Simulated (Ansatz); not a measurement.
Species: CH₄, SMILES `C` with one electron removed (charge 1, multiplicity 2), formula CH4.

**Question.** How many basis functions does frozen-core CCSD(T)/cc-pVTZ // PBE0-D3(BJ)/def2-TZVP in Ansatz (an electronic-structure program) use, how many core orbitals are frozen, and how many electrons are correlated?

**Answer.** 86 basis functions and 1 frozen orbitals, which leaves 7 correlated electrons. Core time is of the order of seconds.
